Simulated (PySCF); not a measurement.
ethylene cation (C2H4), SMILES C=C (connectivity only; charge and spin as stated), charge +1, multiplicity 2.

Coordinates come from a B3LYP-D3(BJ)/def2-TZVP optimisation. The spin state was assumed, not searched.

Two levels are set side by side: PBE/def2-TZVPD (PySCF) and r2SCAN/def2-TZVPD (PySCF). Same geometry, gas phase. Differences are taken from unrounded values.

```json
[
 {"quantity": "α-spin orbital gap (eV)", "r2SCAN": "5.20"},
 {"quantity": "β-spin orbital gap (eV)", "r2SCAN": "4.31"},
 {"quantity": "mean polarisability (bohr³)", "r2SCAN": "20.0"}
]
```

**Question.** What does PBE give, and how far is it from r2SCAN? (The exact figures need the calculation; the answer reports its results.)

**Answer.** 
```
quantity                      PBE  PBE minus r2SCAN
---------------------------  ----  ----------------
α-spin orbital gap (eV)      4.77             -0.44
β-spin orbital gap (eV)      3.41             -0.90
mean polarisability (bohr³)  20.2               0.2
```

Rough cost on one machine, each run with all the roots and properties that it gave: r2SCAN against PBE about 3 times.
